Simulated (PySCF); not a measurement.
Isomers of C3H3Cl, mass 73.992 u with the commonest isotopes. Computed with PySCF, PBE0-D3(BJ)/def2-SVP geometry optimisation, gas phase. One conformer each, none proved a minimum here; rigid rotors.

Question: Order these by radius of gyration √(Σ m r²/M), largest first.
A. `ClC1C=C1`
B. `C#CCCl` (propargyl chloride)
C. `C=C=CCl`

Answer: C (1.612 Å), B (1.581 Å), A (1.389 Å).

Question: Order these by rotational constant A, largest first.
A. `ClC1C=C1`
B. `C=C=CCl`
C. propargyl chloride (`ClCC#C`)

Answer: B (32688 MHz), C (24707 MHz), A (21379 MHz).

Question: Order these by rotational constant C, largest first.
A. `C=C=CCl`
B. `ClC1C=C1`
C. `C#CCCl` (propargyl chloride)

Answer: B (3758 MHz), C (2755 MHz), A (2651 MHz).

```tsv
SMILES	point group	Ia (u·Å²)	Ib (u·Å²)	Ic (u·Å²)	κ	μa (D)	μb (D)	μc (D)
C=C=CCl	Cs	15.46	178.68	190.60	-0.99	1.50	0.51	0.00
ClC1C=C1	Cs	23.64	127.41	134.50	-0.98	2.52	0.00	0.17
C#CCCl	Cs	20.45	166.18	183.43	-0.97	1.20	1.18	0.00
```
